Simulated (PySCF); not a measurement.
## PF and its ions

UHF-CCSD; basis P def2-TZVPPD, F def2-TZVPPD; no relativity; PySCF 2.14. Neutral (UHF): triplet (π ↑↑), Re = 1.594 Å, ωe = 862 cm⁻¹, De = 4.30 eV.

PF⁺ (UHF): doublet (π ↑), Re = 1.505 Å, ωe = 1077 cm⁻¹, De = 5.17 eV to P⁺ + F. The energies at the minima are -440.59276 hartree for PF and -440.24175 for PF⁺.

Q: Work out the adiabatic ionisation energy, without and with harmonic zero-point energies (1 hartree = 27.2114 eV, 1 eV = 8065.5 cm⁻¹), and the change of the bond length.

A: At UHF-CCSD: 0.35101 hartree = 9.551 eV between the minima; the zero-point term (1077.0 − 862.0)/2 cm⁻¹ = +0.013 eV makes it 9.565 eV. Re changes by -8.9 pm against the neutral. The electron leaves a π orbital, and the shorter bond of the ion fits an antibonding orbital, or a change in how ionic the bond is.

PF⁻ (UHF): doublet (π ↑), Re = 1.705 Å, ωe = 644 cm⁻¹. The energies at the minima are -440.59276 hartree for PF and -440.60656 for PF⁻.

Q: Work out the adiabatic electron affinity, without and with harmonic zero-point energies (1 hartree = 27.2114 eV, 1 eV = 8065.5 cm⁻¹), and the change of the bond length.

A: At UHF-CCSD: 0.01380 hartree = 0.376 eV between the minima; the zero-point term (862.0 − 644.0)/2 cm⁻¹ = +0.014 eV makes it 0.389 eV. Re changes by +11.1 pm against the neutral. The electron enters a π orbital, and the longer bond of the ion fits an antibonding orbital, or a change in how ionic the bond is.

Correlated steps freeze 6 core orbitals. For an ion De counts to the pair picked by the measured ionisation energies or electron affinities, which need not be the lowest pair at this level. States were picked by a PBE0 search and need not be the measured ground states.
